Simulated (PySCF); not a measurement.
Compound: sulfuryl chloride fluoride, ClFO₂S.
Structure used (PBE0-D3(BJ)/def2-SVP), in Å, numbered top down from 1:
```
atom  x, y, z in Å
O1     0.0023   -1.1200   -1.0658
S2    -0.0355   -0.2129    0.0393
O3    -0.0336   -0.6134    1.4122
F4    -1.2970    0.7266   -0.1706
Cl5    1.3772    1.2235   -0.2323
```

Computed with PySCF at wB97X-D/def2-SVPD, non-relativistic, on one gas-phase PBE0-D3(BJ)/def2-SVP geometry that isn't relaxed in the solvent. The solvent is an IEF-PCM continuum (Bondi radii, 1.10 Å for H, scaled by 1.2). Only the electrostatic response of the medium enters.

Gas phase at wB97X-D/def2-SVPD: HOMO -12.14 eV, LUMO -1.07 eV, dipole 1.52 D.

Question: What does the continuum do to the energy, the frontier levels and the dipole at wB97X-D/def2-SVPD in cyclohexane and methanol?

Answer: 
| solvent | ε | E(solvent) − E(gas) (kcal/mol) | polarisation term (kcal/mol) | distortion of the solute (kcal/mol) | HOMO (eV) | LUMO (eV) | dipole (D) |
| --- | --- | --- | --- | --- | --- | --- | --- |
| cyclohexane | 2.017 | -0.95 | -1.00 | 0.05 | -12.07 | -0.97 | 1.69 |
| methanol | 32.61 | -2.42 | -2.71 | 0.29 | -11.98 | -0.85 | 1.94 |

Polarisation term: ½ Σ q·V over the induced surface charges. Distortion: the rise of the solute's own energy as its density leaves the gas-phase optimum. From cyclohexane to methanol the lowering changes by a factor 2.55, Onsager's factor (ε − 1)/(2ε + 1) by 2.36 and ε itself by 16.2.

Question: Which radius a makes the point-dipole formula ΔE = −[(ε − 1)/(2ε + 1)]·μ²/a³ give the value in methanol, with the gas-phase dipole?

Answer: μ = 0.598 au and |ΔE| = 0.00386 Eh give a = 1.87 Å; the farthest nucleus lies 1.85 Å from the centroid of the nuclei. The formula assumes a rigid point dipole at the centre of a sphere.

Question: Give the dipole vector in the frame of the coordinates (D, pointing from negative to positive charge), gas and methanol.

Answer: Gas (0.58, 1.38, -0.27), solvent (0.76, 1.75, -0.35). Its length changes by +28 % and its direction by less than 1°.

Question: How does the static polarisability (wB97X-D/def2-SVPD, frozen core, with the continuum's full static response) change?

Answer: 
```json
{"medium": "gas", "isotropic (au)": "42.9", "principal values (au)": "36.4, 40.5, 51.7", "⟨r²⟩ of the electrons (bohr²)": "498.8"}
{"medium": "cyclohexane", "isotropic (au)": "47.5", "principal values (au)": "40.0, 44.9, 57.6", "⟨r²⟩ of the electrons (bohr²)": "498.9"}
{"medium": "methanol", "isotropic (au)": "55.6", "principal values (au)": "46.7, 53.0, 67.1", "⟨r²⟩ of the electrons (bohr²)": "499.1"}
```

The isotropic value in methanol is 1.30 times the gas-phase one; no cavity-field correction is applied. ⟨r²⟩ is taken about the centre of nuclear charge.

Hardware: an Intel Xeon Platinum 8375C at 2.90 GHz with one thread, on a shared host. Cost: 7.5 s of wall time, 0.55 GiB resident at most. This is the whole response run at wB97X-D/def2-SVPD in methanol, SCF included.

wB97X-D is run here without its empirical dispersion term; that term would change no orbital, density or response property at a fixed geometry.
